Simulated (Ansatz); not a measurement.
# C3H7ClO: one species, many methods

An exercise on one series of results from a longer session: the logs are not shown, and one member is left open.

Computed with Ansatz 0.2.0, Gaussian basis. Level: functionals in def2-TZVPP, the program's frozen cores in correlated methods.

Levels to be run: LDA (SPW92), PBE-D4, revPBE-D4, BLYP-D4, r2SCAN-D4, B97M-V, PBE0-D4, B3LYP-D4, r2SCANh-D4, r2SCAN0-D4, HSE06-D4, BHLYP-D4, CAM-B3LYP-D4, LC-ωPBE, ωB97X-V, ωB97M-V, B2PLYP, PBE-QIDH; CCSD(T)/def2-SVP; CCSD(T)/def2-TZVPP; MP2/def2-QZVPP; extrapolation to the limit; RPA on PBE.

## The relaxed structure

An earlier PBE0-D4 in a triple-zeta def2 set relaxation fixed the geometry.

SMILES `CC(C)(O)Cl`, 12 atoms, charge 0, spin multiplicity 1.

Atoms are counted from 1 here; the program's logs count them from 0.

Bond lengths: C1–C2 1.513 Å, C1–H6 1.090 Å, C1–H7 1.092 Å, C1–H8 1.093 Å, C2–C3 1.508 Å, C2–O4 1.381 Å, C2–Cl5 1.847 Å, C3–H9 1.089 Å, C3–H10 1.089 Å, C3–H11 1.093 Å, O4–H12 0.963 Å. Angles: C2–C1–H6 111.0°, C2–C1–H7 110.7°, C2–C1–H8 108.8°, H6–C1–H7 108.2°, H6–C1–H8 109.2°, H7–C1–H8 109.0°, C1–C2–C3 113.6°, C1–C2–O4 112.4°, C1–C2–Cl5 106.5°, C3–C2–O4 107.6°, C3–C2–Cl5 107.5°, O4–C2–Cl5 109.0°, C2–C3–H9 110.6°, C2–C3–H10 109.9°, C2–C3–H11 108.9°, H9–C3–H10 109.2°, H9–C3–H11 109.3°, H10–C3–H11 108.9° and more.

The first run:

in.yaml

```yaml
crystal:
  periodic: [false, false, false]
  atoms:
    - {symbol: C, position_ang: [-0.878225, 0.659102, -0.650610]}
    - {symbol: C, position_ang: [0.371251, -0.027964, -0.144685]}
    - {symbol: C, position_ang: [0.257080, -0.521919, 1.275290]}
    - {symbol: O, position_ang: [0.736953, -1.101657, -0.932180]}
    - {symbol: Cl, position_ang: [1.718655, 1.234487, -0.187802]}
    - {symbol: H, position_ang: [-1.137536, 1.510402, -0.021939]}
    - {symbol: H, position_ang: [-0.732670, 1.020960, -1.670603]}
    - {symbol: H, position_ang: [-1.703253, -0.057794, -0.642462]}
    - {symbol: H, position_ang: [0.030595, 0.301545, 1.950910]}
    - {symbol: H, position_ang: [1.191433, -0.990855, 1.581495]}
    - {symbol: H, position_ang: [-0.544074, -1.263041, 1.328438]}
    - {symbol: H, position_ang: [0.766592, -0.818369, -1.851753]}
basis:
  gaussian: {orbitals: def2-TZVPP}
hamiltonian: {xc: lda}
output: {orbitals: {seedname: orbitals}}
```

The run is started by

```console
$ ansatz run in.yaml --threads 4 --pin off --events-out ev --progress --plain --max-ram 10444MiB
```

Steps of the session up to this table: LDA; PBE-D4 (GGA); revPBE-D4 (GGA); BLYP-D4 (GGA); r2SCAN-D4 (meta-GGA); B97M-V (meta-GGA); B3LYP-D4 (hybrid); r2SCANh-D4 (hybrid); r2SCAN0-D4 (hybrid); HSE06-D4 (hybrid); BHLYP-D4 (hybrid); CAM-B3LYP-D4 (range-separated); LC-ωPBE (range-separated); ωB97X-V (range-separated); ωB97M-V (range-separated); B2PLYP (double hybrid); PBE-QIDH (double hybrid).

One of the session's tables, all rows but one given; the rest of the session is left out.

It belongs to the step «Orbital energies across the functionals». 

```
  functional  HOMO (eV)  LUMO (eV)  gap (eV)
 LDA (SPW92)      -6.90      -0.69      6.21
      PBE-D4      -6.75      -0.46      6.29
   revPBE-D4      -6.68      -0.36      6.33
     BLYP-D4      -6.62      -0.38      6.24
   r2SCAN-D4      -7.10      -0.13      6.96
      B97M-V      -7.24      -0.16      7.08
     PBE0-D4      -8.26       0.59      8.85
    B3LYP-D4          ?          ?         ?
  r2SCANh-D4      -7.66       0.26      7.92
  r2SCAN0-D4      -8.48       0.83      9.31
    HSE06-D4      -7.85       0.21      8.06
    BHLYP-D4      -9.61       1.38     10.99
CAM-B3LYP-D4      -9.69       1.50     11.19
     LC-ωPBE     -11.09       2.81     13.91
     ωB97X-V     -10.73       2.61     13.35
     ωB97M-V     -10.60       2.22     12.81
```

Estimate the missing values for B3LYP-D4.

Worked estimate for «HOMO (eV)». Against the share of exact exchange, BLYP-D4 (0, -6.62), BHLYP-D4 (0.5, -9.61) give a slope of -5.98 per unit share; at 0.2 the line stands at -7.82.

**Answer.** HOMO (eV): -8.00; LUMO (eV): 0.27; gap (eV): 8.27. In «HOMO (eV)» the line misses by +0.18.
